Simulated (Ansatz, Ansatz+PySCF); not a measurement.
```csv
atom,x (Å),y (Å),z (Å)
N,0.0000,0.0000,-0.3400
O,0.0000,1.1804,0.1487
O,0.0000,-1.1804,0.1487
```

UHF-MP2 on doublet NO2 was run in several spherical basis sets with Ansatz (development build ahead of 0.2.0). Frozen core: 3 orbitals. Caution for UHF-MP2: another reference gives a lower total; the determinant breaks the point group; the unrestricted determinant is spin contaminated.

(1) Rank the basis sets by the total energy that they give, lowest first, with the distance from the lowest.
A. 6-31G(d)
B. cc-pVDZ
C. def2-TZVP
D. def2-SVP
E. cc-pVTZ

Answers

(1) C (0.00 eV), E (0.17 eV), B (5.26 eV), A (6.17 eV), D (10.49 eV).

Totals follow the description of the cores as much as that of the bonds, so this order isn't one of quality for chemistry.
